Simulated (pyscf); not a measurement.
## Four-centre exchange: `[SH2]` + `[AlH3]` → `[AlH2][SH]` + `[H][H]`

Gas phase, singlet surface, charge 0. Bonds broken: S1–H2, Al4–H5. Bonds formed: S1–Al4, H2–H5. Optimised with ωB97X-D3(BJ)/def2-SVP in PySCF.

Transition state (Å):

```xyz
7

S      0.2198    -0.4154     1.1056
H     -1.3261    -0.2325     0.7530
H      0.2164    -1.6907     0.6673
Al    -0.7908     0.4796    -0.8919
H     -2.1758     0.0825     0.0326
H     -0.5810     2.0441    -0.8906
H     -0.6114    -0.5405    -2.0856
```

One imaginary mode, 1147i cm⁻¹; descent along it reached the two sides named, in the forms told below.

```csv
bond,change,reactant side (Å),saddle,product side
S1–H2,breaks,1.348,1.596,3.1
Al4–H5,breaks,1.598,1.712,2.390
S1–Al4,forms,2.554,2.411,2.189
H2–H5,forms,3.2,1.158,0.764
```

Electronic energies relative to the separated reactants (eV):

```csv
level,barrier,reaction energy,reverse barrier
ωB97X-D3(BJ)/def2-TZVP,-0.11,-1.18,1.07
PBE/def2-TZVP,-0.30,-1.11,0.81
r²SCAN/def2-TZVP,-0.30,-1.17,0.88
B3LYP-D3(BJ)/def2-TZVP,-0.06,-1.08,1.02
PBE0-D3(BJ)/def2-TZVP,-0.23,-1.11,0.87
M06-2X/def2-TZVP,-0.06,-1.20,1.14
ωB97M-D3(BJ)/def2-TZVP,0.03,-1.05,1.08
HF/def2-TZVP,0.73,-0.89,1.62
```

With ωB97M-D3(BJ)/def2-TZVP energies and thermal terms (ideal gas, 1 atm, RRHO with modes under 100 cm⁻¹ raised to 100, one conformer, R ln 2 for chiral ones without a mode under 150 cm⁻¹), in eV:

```json
[
 {"T (K)": "298", "ΔH‡": "0.04", "ΔG‡": "0.44", "ΔH": "-1.06", "ΔG": "-1.02"},
 {"T (K)": "600", "ΔH‡": "0.04", "ΔG‡": "0.85", "ΔH": "-1.02", "ΔG": "-0.99"},
 {"T (K)": "900", "ΔH‡": "0.06", "ΔG‡": "1.25", "ΔH": "-0.98", "ΔG": "-0.98"},
 {"T (K)": "1200", "ΔH‡": "0.09", "ΔG‡": "1.65", "ΔH": "-0.96", "ΔG": "-0.98"}
]
```

On the reactant side the descent ends in an adduct with a Al–S contact, 0.75 eV under the separated species and 0.65 eV under the saddle at ωB97X-D3(BJ)/def2-TZVP. At ωB97X-D3(BJ)/def2-TZVP, PBE, r²SCAN, B3LYP-D3(BJ), PBE0-D3(BJ), M06-2X the saddle lies under the separated reactants, which points to a path from their complex (located at ωB97X-D3(BJ) alone). What is counted as formed (Al–S) is already present as a longer contact in the reactant adduct; forming that adduct is a step of its own. One saddle was located; it need not be the lowest between these sides.
